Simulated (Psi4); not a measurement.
# BH2F− (SMILES [BH2-]F) at 3 levels

Aim: a comparison of 3 runs (UHF/aug-cc-pVDZ-DK, UB1LYP/6-311G*, UMP2/6-31G**) of BH2F−. 

The results are computed with Psi4 1.11.

8 further runs of the same task are left out: 7 that didn't finish, 1 set aside as unsound or not needed.

## 1. The structure to begin with

The species is BH2F− (4 atoms), meant as a doublet with charge -1. As SMILES, `[BH2-]F`. The coordinates come from a GFN2-xTB relaxation.

Bond lengths: B1–F2 1.499 Å, B1–H3 1.242 Å, B1–H4 1.242 Å. Angles: F2–B1–H3 108.4°, F2–B1–H4 108.4°, H3–B1–H4 113.0°.

## 2. The charge distribution at UHF/aug-cc-pVDZ-DK (DKH2) (run 1)

Input file bfh2.inp:

```
memory 1600 mb

molecule {
  -1 2
  B     -0.16315895     0.57528932     0.19347016
  F      1.95002729    -0.88594140     1.38509366
  H     -2.15493029    -0.63054492     0.48412894
  H      0.36804306     0.94119699    -2.06267386
  units bohr
  symmetry c1
}

set reference uhf
set scf_type direct
set relativistic dkh
set dkh_order 2

E, wfn = energy('hf/aug-cc-pVDZ-DK', return_wfn=True)
oeprop(wfn, 'LOWDIN_CHARGES', 'MBIS_CHARGES', 'WIBERG_LOWDIN_INDICES', 'MAYER_INDICES', title='HF')
print_variables()
```

The run is started by

```console
$ psi4 -n 1 bfh2.inp bfh2.out
```

bfh2.out:

```text
[...]
  Running in c1 symmetry.
[...]
  Nuclear repulsion =   24.681591592779277
[...]
  Multiplicity = 2
[...]
  Nalpha       = 9
  Nbeta        = 8
[...]
    Number of basis functions: 64
[...]
   @DF-UHF iter   1:  -125.31476122671515   -9.23308e-01   5.38342e-03 ADIIS/DIIS
[...]
   @UHF iter  13:  -125.37710770895492   -8.19702e-09   3.38581e-07 DIIS
[...]
   @S^2 Observed:                7.545644979E-01
[...]
    Orbital Energies [Eh]
    ---------------------
    Alpha Occupied:
       1A    -26.053599     2A     -7.404828     3A     -1.307965
       4A     -0.501436     5A     -0.398619     6A     -0.397103
       7A     -0.342656     8A     -0.215576     9A     -0.039654
    Alpha Virtual:
      10A      0.172881    11A      0.176677    12A      0.188838
      13A      0.199896    14A      0.233021    15A      0.287485
      16A      0.402888    17A      0.430561    18A      0.446247
      19A      0.448082    20A      0.469446    21A      0.473600
      22A      0.506304    23A      0.522599    24A      0.573833
      25A      0.595777    26A      0.615932    27A      0.641796
[...]
  @UHF Final Energy:  -125.37710770895492
   => Energetics <=
    Nuclear Repulsion Energy =             24.6815915927792773
    One-Electron Energy =                -226.9368707553386457
    Two-Electron Energy =                  76.8781714536044376
    Total Energy =                       -125.3771077089549237
  UHF NO Occupations:
  HONO-2 :    7  A 1.9995980
  HONO-1 :    8  A 1.9983686
[...]
 Multipole Moments:
 ------------------------------------------------------------------------------------
     Multipole            Electronic (a.u.)      Nuclear  (a.u.)        Total (a.u.)
 ------------------------------------------------------------------------------------
 L = 1.  Multiply by 2.5417464519 to convert [e a0] to [Debye]
 Dipole X            :          2.5159826           -1.7653708            0.7506118
 Dipole Y            :         -1.1345888            0.3023381           -0.8322506
 Dipole Z            :          1.7924536           -1.5623787            0.2300749
 Magnitude           :                                                    1.1441126
[...]
```

Wall time 7.5 s (1 thread of AMD EPYC 7R43 (Zen 3), shared host); peak memory 0.2 GiB.

Atomic charges (e):

| atom | Löwdin | MBIS |
| --- | --- | --- |
| B1 | -0.275 | -0.410 |
| F2 | -0.334 | -0.350 |
| H3 | -0.195 | -0.120 |
| H4 | -0.195 | -0.120 |

## 3. The polarisability at UB1LYP/6-311G(d) (run 2)

Input file bfh2.xyz:

```xyz
4
BFH2
B     -0.086340     0.304430     0.102380
F      1.031910    -0.468820     0.732960
H     -1.140340    -0.333670     0.256190
H      0.194760     0.498060    -1.091520
```

Input file calc.py:

```python
import psi4

psi4.set_memory(1600000000)
psi4.set_num_threads(1)
psi4.set_output_file('bfh2.out', False)

with open('bfh2.xyz') as f:
    atoms = ''.join(f.readlines()[2:])
geom = psi4.geometry('-1 2\n' + atoms + '')

psi4.set_options(dict(basis='6-311G*', reference='uks', scf_type='pk', basis_guess=True))

e = psi4.properties('b1lyp', properties=['dipole_polarizabilities'], molecule=geom)
print(f'b1lyp energy: {e:.10f} Eh')
for k, v in sorted(psi4.core.scalar_variables().items()):
    print(f'{k:45s} {v:18.10f}')
```

The run is started by

```console
$ python calc.py
```

bfh2.out:

```text
[...]
  Running in c1 symmetry.
[...]
  Nuclear repulsion =   24.681591575925811
[...]
  Multiplicity = 2
[...]
  Nalpha       = 9
  Nbeta        = 8
[...]
    Number of basis functions: 22
[...]
   @UKS iter   1:  -125.05690398148118   -5.51600e-01   1.78295e-02 DIIS/ADIIS
[...]
   @UKS iter   7:  -125.87108898044453   -1.47823e-08   4.30554e-07 DIIS
[...]
   @S^2 Observed:                7.515741338E-01
[...]
    Orbital Energies [Eh]
    ---------------------
    Alpha Occupied:
       1A    -24.470070     2A     -6.555338     3A     -0.896208
       4A     -0.269387     5A     -0.168569     6A     -0.165106
       7A     -0.143521     8A     -0.055789     9A      0.087590
    Alpha Virtual:
      10A      0.307241    11A      0.336763    12A      0.352101
      13A      0.463512    14A      0.503513    15A      0.556189
      16A      0.647934    17A      0.727768    18A      0.771661
      19A      1.107130    20A      1.107385    21A      1.156566
      22A      1.237363    23A      1.357493    24A      1.377168
      25A      1.410592    26A      1.527424    27A      1.929574
[...]
  @UKS Final Energy:  -125.87108898044453
   => Energetics <=
    Nuclear Repulsion Energy =             24.6815915759258111
    One-Electron Energy =                -227.3785296294336717
    Two-Electron Energy =                  88.5607364796155281
    DFT Exchange-Correlation Energy =     -11.7348874065521933
    Empirical Dispersion Energy =           0.0000000000000000
    VV10 Nonlocal Energy =                  0.0000000000000000
    Total Energy =                       -125.8710889804445259
[...]
 Multipole Moments:
 ------------------------------------------------------------------------------------
     Multipole            Electronic (a.u.)      Nuclear  (a.u.)        Total (a.u.)
 ------------------------------------------------------------------------------------
 L = 1.  Multiply by 2.5417464519 to convert [e a0] to [Debye]
 Dipole X            :          2.5642821           -1.7653708            0.7989113
 Dipole Y            :         -0.8384400            0.3023381           -0.5361019
 Dipole Z            :          2.0230816           -1.5623787            0.4607029
 Magnitude           :                                                    1.0667294
[...]
```

Standard output:

```text
b1lyp energy: -125.8710889804 Eh
CURRENT ENERGY                                   -125.8710889804
CURRENT REFERENCE ENERGY                         -125.8710889804
DD SOLVATION ENERGY                                 0.0000000000
DFT FUNCTIONAL TOTAL ENERGY                      -125.8710889804
DFT TOTAL ENERGY                                 -125.8710889804
DFT VV10 ENERGY                                     0.0000000000
DFT XC ENERGY                                     -11.7348874066
DIPOLE POLARIZABILITY XX                           23.6275795537
DIPOLE POLARIZABILITY XY                            3.6552172879
DIPOLE POLARIZABILITY XZ                           -1.8962109973
DIPOLE POLARIZABILITY YX                            3.6552167480
DIPOLE POLARIZABILITY YY                           18.4058340995
DIPOLE POLARIZABILITY YZ                           -2.1880678536
DIPOLE POLARIZABILITY ZX                           -1.8962117719
DIPOLE POLARIZABILITY ZY                           -2.1880684320
DIPOLE POLARIZABILITY ZZ                           24.5912138180
GRID ELECTRONS ALPHA                                9.0000015339
GRID ELECTRONS BETA                                 8.0000008732
GRID ELECTRONS TOTAL                               17.0000024071
NUCLEAR REPULSION ENERGY                           24.6815915759
ONE-ELECTRON ENERGY                              -227.3785296294
PCM POLARIZATION ENERGY                             0.0000000000
PE ENERGY                                           0.0000000000
SCF ITERATION ENERGY                             -125.8710889804
SCF ITERATIONS                                      7.0000000000
SCF TOTAL ENERGY                                 -125.8710889804
TWO-ELECTRON ENERGY                                88.5607364796
XC GRID RADIAL POINTS                              75.0000000000
XC GRID SPHERICAL POINTS                          302.0000000000
XC GRID TOTAL POINTS                            87729.0000000000
```

Wall time 21 s (1 thread of AMD EPYC 7R43 (Zen 3), shared host); peak memory 0.31 GiB.

## 4. A single-point energy at UMP2/6-31G(d,p) (spherical functions) (run 3)

Input file job.py:

```python
import psi4

psi4.set_memory('1600 MB')
psi4.set_num_threads(1)
psi4.set_output_file('bfh2.out', False)

m = psi4.geometry("""
-1 2
B     -0.086340     0.304430     0.102380
F      1.031910    -0.468820     0.732960
H     -1.140340    -0.333670     0.256190
H      0.194760     0.498060    -1.091520
units angstrom
symmetry c1
""")

psi4.set_options({
    'basis': '6-31G**',
    'reference': 'uhf',
    'puream': True,
    'e_convergence': 1e-09,
    'd_convergence': 1e-08,
    'scf_type': 'pk',
    'num_frozen_docc': 2,
    'mp2_type': 'conv',
    'maxiter': 200,
})

energy_value, wavefunction = psi4.energy('mp2', molecule=m, return_wfn=True)
print('E =', round(energy_value, 9))
for k, v in sorted(psi4.core.scalar_variables().items()):
    print(f'{k:45s} {v:18.10f}')
```

The run is started by

```console
$ python job.py
```

bfh2.out:

```text
[...]
  Running in c1 symmetry.
[...]
  Nuclear repulsion =   24.681591575925811
[...]
  Multiplicity = 2
[...]
  Nalpha       = 9
  Nbeta        = 8
[...]
    Number of basis functions: 38
[...]
   @UHF iter   1:  -125.20271651707259   -8.97109e-01   8.08340e-03 DIIS/ADIIS
[...]
   @UHF iter  13:  -125.24340984744097   -7.10543e-13   4.19520e-09 DIIS
[...]
   @S^2 Observed:                7.535132048E-01
[...]
    Orbital Energies [Eh]
    ---------------------
    Alpha Occupied:
       1A    -25.959775     2A     -7.334999     3A     -1.246256
       4A     -0.456375     5A     -0.351796     6A     -0.346637
       7A     -0.300418     8A     -0.177499     9A     -0.020671
    Alpha Virtual:
      10A      0.510251    11A      0.571892    12A      0.588074
      13A      0.842891    14A      0.855159    15A      0.925017
      16A      0.998839    17A      1.365034    18A      1.406784
      19A      1.657260    20A      1.659186    21A      1.774176
      22A      1.898804    23A      1.943766    24A      1.946918
      25A      2.205265    26A      2.264037    27A      2.442141
[...]
  @UHF Final Energy:  -125.24340984744097
   => Energetics <=
    Nuclear Repulsion Energy =             24.6815915759258111
    One-Electron Energy =                -227.6075285848896783
    Two-Electron Energy =                  77.6825271615228985
    Total Energy =                       -125.2434098474409723
  UHF NO Occupations:
  HONO-2 :    7  A 1.9995382
  HONO-1 :    8  A 1.9989576
[...]
 Multipole Moments:
 ------------------------------------------------------------------------------------
     Multipole            Electronic (a.u.)      Nuclear  (a.u.)        Total (a.u.)
 ------------------------------------------------------------------------------------
 L = 1.  Multiply by 2.5417464519 to convert [e a0] to [Debye]
 Dipole X            :          2.4622445           -1.7653708            0.6968737
 Dipole Y            :         -0.6855063            0.3023381           -0.3831682
 Dipole Z            :          2.0163827           -1.5623787            0.4540040
 Magnitude           :                                                    0.9157349
[...]
	SCS-MP2 Total Energy (a.u.)        :  -125.50288610534021
	SOS-MP2 Total Energy (a.u.)        :  -125.48126617217119
	SCSN-MP2 Total Energy (a.u.)       :  -125.35756309457339
[...]
	SOS-PI-MP2 Total Energy (a.u.)     :  -125.52090889295957
[...]
	MP2 Total Energy (a.u.)            :  -125.50648325088989
[...]
```

Standard output:

```text
E = -125.506483251
CURRENT CORRELATION ENERGY                         -0.2630734034
CURRENT ENERGY                                   -125.5064832509
CURRENT REFERENCE ENERGY                         -125.2434098474
DD SOLVATION ENERGY                                 0.0000000000
HF KINETIC ENERGY                                 125.3277782317
HF POTENTIAL ENERGY                              -250.5711880792
HF TOTAL ENERGY                                  -125.2434098474
HF VIRIAL RATIO                                     1.9993268182
MP2 CORRELATION ENERGY                             -0.2630734034
MP2 DOUBLES ENERGY                                 -0.2630734034
MP2 OPPOSITE-SPIN CORRELATION ENERGY               -0.1982136039
MP2 SAME-SPIN CORRELATION ENERGY                   -0.0648597995
MP2 SINGLES ENERGY                                  0.0000000000
MP2 TOTAL ENERGY                                 -125.5064832509
NUCLEAR REPULSION ENERGY                           24.6815915759
ONE-ELECTRON ENERGY                              -227.6075285849
PCM POLARIZATION ENERGY                             0.0000000000
PE ENERGY                                           0.0000000000
SCF ITERATION ENERGY                             -125.2434098474
SCF ITERATIONS                                     13.0000000000
SCF TOTAL ENERGY                                 -125.2434098474
SCS(N)-MP2 CORRELATION ENERGY                      -0.1141532471
SCS(N)-MP2 TOTAL ENERGY                          -125.3575630946
SCS-MP2 CORRELATION ENERGY                         -0.2594762579
SCS-MP2 TOTAL ENERGY                             -125.5028861053
SCS-MP2-VDW CORRELATION ENERGY                     -0.2861433128
SCS-MP2-VDW TOTAL ENERGY                         -125.5295531602
SOS-MP2 CORRELATION ENERGY                         -0.2378563247
SOS-MP2 TOTAL ENERGY                             -125.4812661722
SOS-PI-MP2 CORRELATION ENERGY                      -0.2774990455
SOS-PI-MP2 TOTAL ENERGY                          -125.5209088930
TWO-ELECTRON ENERGY                                77.6825271615
```

It took 3.9 s on 1 thread of AMD EPYC 7R43 (Zen 3), shared host; peak memory 0.19 GiB.

## 5. The series

```csv
run,level,task,integrals,partner,energy (Eh),HOMO energy (eV),LUMO energy (eV),⟨S²⟩,wall time
1,UHF/aug-cc-pVDZ-DK (DKH2),properties,direct,gas phase,-125.377108,-1.08,4.70,0.755,7.5 s
2,UB1LYP/6-311G*,polarizability,pk,base,-125.871089,2.38,6.27,0.752,21 s
3,UMP2/6-31G** (spherical functions),energy,pk,base,-125.506483,-0.56,11.56,0.754,3.9 s
```

## 6. Summary of results

```
                                                         quantity          value
                                              run 3: total energy  -125.50648 Eh
run 3: HOMO energy (Hartree–Fock orbitals) (highest over α and β)       -0.56 eV
 run 3: LUMO energy (Hartree–Fock orbitals) (lowest over α and β)       11.56 eV
               run 3: correlation energy (2 core orbitals frozen)     -263.1 mEh
                         run 3: ⟨S²⟩ of the reference determinant          0.754
```

In run 2 the HOMO lies above zero, so the outermost electron may be held by the basis alone. All runs together took 32 s, the longest 21 s.
